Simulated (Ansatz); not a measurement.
System: GeS (Pnma, No. 62). Method: PBE-D3(BJ) in Ansatz (PAW).

Settings: plane-wave cutoff 500 eV, 12×10×4 k mesh (along the axes of the cell as run), Fermi–Dirac smearing 0.05 eV, scalar-relativistic PAW data made under PBE.

Cell (relaxed at this level):

GeS is modelled in the orthorhombic space group Pnma (No. 62), Pearson symbol oP8. Lattice parameters: a = 10.654 Å, b = 3.680 Å, c = 4.358 Å, α = β = γ = 90.00°. Ge on 4c has 3 S at 2.462 Å (trigonal pyramidal). S on 4c sees 3 Ge at 2.462 Å (trigonal pyramidal). (Neighbours: up to the widest gap in distance over summed covalent radii, below 1.35, at either atom.)

Q: What does this level give for the band gap?

A: 
- band gap = 1.22 eV (on the SCF k mesh)

Measured, for comparison: band gap 1.65 eV (room temperature, no zero-point or thermal correction, our sources range from 1.58 to 1.65; as tabulated in Setten et al. (2017), arXiv:1709.07349).

Note: a distance lies near a switch of the dispersion term, which can move the cell.

Spin–orbit coupling is not included.

The result took about 5 core-minutes (a rough figure).

Ansatz is an electronic-structure program.
